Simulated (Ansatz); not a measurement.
```yaml
crystal:
  periodic: [false, false, false]
  atoms:
    - {symbol: Y, position_ang: [-0.301243, 0.015370, -0.000605]}
    - {symbol: N, position_ang: [1.756691, -0.155359, 0.003819]}
    - {symbol: H, position_ang: [2.159683, 0.803193, 0.000275]}
basis:
  gaussian: {orbitals: def2-TZVP}
magnetization: {spin_polarized: true, initial_magnetization: 1}
hamiltonian: {xc: pbe0}
relax: {f_tol: 0.004, max_steps: 80}
```

```sh
$ ansatz run in.yaml --threads 1 --pin off --events-out ev --progress --plain --max-ram 2176MiB
```

Steps of the relaxation (energy above the last step; positions in Å, forces in eV/Å):

```
3
step 1, 877.2 meV
Y    -0.301    0.015   -0.001    3.450   -0.488    0.008
N     1.757   -0.155    0.004   -3.673    0.989   -0.011
H     2.160    0.803    0.000    0.223   -0.501    0.003
```

```
3
step 2, 460.4 meV
Y    -0.213   -0.014    0.000   -1.499   -0.263   -0.002
N     1.629   -0.102    0.003    1.552    1.421   -0.004
H     2.200    0.779    0.000   -0.052   -1.158    0.005
```

```
3
step 3, 335.6 meV
Y    -0.261   -0.047    0.000   -0.269   -0.316    0.001
N     1.615   -0.051    0.003    0.254    1.215   -0.005
H     2.261    0.761    0.001    0.015   -0.899    0.004
```

```
3
step 8, 0.0 meV
Y    -0.316   -0.210    0.000    0.002    0.001    0.000
N     1.478    0.298    0.001   -0.002    0.000    0.000
H     2.453    0.574    0.002    0.000    0.000    0.000
```

Close pairs at the end: N2–H3 1.013 Å, Y1–N2 1.865 Å, Y1–H3 2.878 Å.

A stationary point of unrestricted PBE0 after 8 steps, with ⟨S²⟩ = 0.752 against 0.75 for a pure state; no frequencies were run, so it isn't proven a minimum. 27 s on 1 thread of Intel Xeon Platinum 8488C, shared host.
